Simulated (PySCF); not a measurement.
Compound: 3,3-dimethyl-1-butene, C₆H₁₂.
SMILES: `C=CC(C)(C)C`

Vertical excitations from PySCF (density fitting, frozen core in the response, grid level 2 and gas phase unless stated; continuum runs use non-equilibrium linear response for the excitations) on a GFN2-xTB geometry. Reference run:

```csv
settings,"S1, eV (f)","S2, eV (f)","S3, eV (f)","S4, eV (f)","S5, eV (f)","S6, eV (f)","T1, eV (Tamm–Dancoff)",mean α (au)
"PBE0/def2-SVPD, full TDDFT, 6 singlets",7.08 (0.051),7.53 (0.422),7.78 (0.002),7.82 (0.001),7.92 (0.002),8.27 (0.008),4.54,74.0
```

Problem. What do these settings give: PBE/pcSseg-1, level shift 0.2 Eh, full TDDFT, 6 singlets?

Solution. 
```
                                                settings    S1, eV (f)    S2, eV (f)    S3, eV (f)    S4, eV (f)    S5, eV (f)    S6, eV (f)  T1, eV (Tamm–Dancoff)  mean α (au)
PBE/pcSseg-1, level shift 0.2 Eh, full TDDFT, 6 singlets  6.94 (0.019)  7.31 (0.000)  7.31 (0.266)  7.41 (0.009)  7.77 (0.001)  7.92 (0.136)                      –         68.8
```

S1 moves by -0.14 eV; functional and basis change together, so the shift can't be laid on one. States are counted by energy in each run and needn't keep their character from row to row.

Problem. Give the leading configurations of S1 (H = HOMO, L = LUMO) and the HOMO–LUMO gap of each run.

Solution. 
| settings | S1 configurations (weight) | S1 (eV) | orbital gap (eV) | S1 − gap (eV) |
| --- | --- | --- | --- | --- |
| PBE0/def2-SVPD, full TDDFT, 6 singlets | H→L+1 0.94 | 7.08 | 7.90 | -0.82 |
| PBE/pcSseg-1, level shift 0.2 Eh, full TDDFT, 6 singlets | H→L+1 1.00 | 6.94 | 5.79 | +1.15 |

The values belong to the conformer `[CH2:1]=[CH:2][C:3]([CH3:4])([CH3:5])[CH3:6]`: C1–C2–C3–C4 121°.
